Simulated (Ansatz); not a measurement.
`BBO` + `N[SiH3]` → `BN[SiH3]` + `BO` at 400 K and 1 bar (cleavage of the B–B bond).

Calculated with Ansatz (gas phase, PBE0-D4/def2-TZVP geometries, no zero-point term in ΔE). CCSD(T)/CBS is the MP2 limit (def2-TZVPP, def2-QZVPP) plus CCSD(T) − MP2 in def2-TZVPP, frozen cores. This one scheme is used for every species. Each species was taken in one conformer, which may not be the lowest.

| species | CCSD(T)/CBS energy (Eh) | H − E (kJ/mol) | S (J/(mol·K)) |
| --- | --- | --- | --- |
| `BBO` | -127.16606 | 145.0 | 290.9 |
| `N[SiH3]` | -346.80422 | 153.0 | 285.3 |
| `BN[SiH3]` | -372.22946 | 191.4 | 318.7 |
| `BO` | -101.80414 | 108.2 | 244.0 |

H − E and S are ideal-gas, rigid-rotor, harmonic terms from PBE0-D4/def2-TZVP, for one conformer and one mirror image of each species. 1 Eh = 2625.50 kJ/mol, R = 8.31446 J/(mol·K).

By hand: ΔE, ΔH, ΔS and ΔG.

ΔE = (-372.22946) + (-101.80414) − (-127.16606) − (-346.80422) = -0.06332 Eh = -166.2 kJ/mol. Δ(H − E) = 191.4 + 108.2 − 145.0 − 153.0 = 1.6, so ΔH = -164.6 kJ/mol. ΔS = 318.7 + 244.0 − 290.9 − 285.3 = -13.5 J/(mol·K). ΔG = -164.6 − 400 × (-13.5)/1000 = -159.2 kJ/mol.

By hand: the equilibrium constant, and the temperature at which ΔG would vanish if ΔH and ΔS stayed fixed.

log₁₀ K = −ΔG/(RT ln 10) = 20.8. ΔG = 0 at ΔH/ΔS = 12193 K, far beyond where these terms or the molecules hold.

The number of gas molecules stays the same, so ΔS is small and ΔH decides. A doubt of 5 kJ/mol in ΔE shifts log₁₀ K by 0.7 here. Other conformers and mirror images would add mixing entropy, several J/(mol·K) or more a flexible species. These are equilibria of isolated gas molecules and say nothing of rates. Largest T1 diagnostic: 0.014 (customary marks: 0.02 for closed shells, 0.045 for open ones).
